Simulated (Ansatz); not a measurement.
CH5N2 (charge +1): state-averaged CASSCF

Calculated in Ansatz's Gaussian-basis code. State-averaged CASSCF with equal weights; occupations are averaged over the states; levels count from the state that is lowest in CASSCF. CASSCF levels without dynamic correlation can be off by over 1 eV. Solutions may break the symmetry of the shape. Lower solutions, or ones in other orbitals, may exist.

Geometry:

```xyz
8

N     0.0000   -1.1645   -0.1758
C     0.0000    0.0000    0.4307
N     0.0000    1.1645   -0.1758
H     0.0000   -1.2633   -1.1875
H     0.0000    0.0000    1.5163
H     0.0000    1.2633   -1.1875
H     0.0000   -2.0211    0.3679
H     0.0000    2.0211    0.3679
```

Basis cc-pVTZ, nonrelativistic, 3 orbitals frozen in the corrections; active space CAS(4,3). Averaged: 3 triplets.

(1) Give the levels in order.

## Answers

(1) 

```
  state  CASSCF (eV)
triplet        0.000
triplet        3.705
triplet       10.411
```

Occupations: 1.33, 1.33, 1.33.
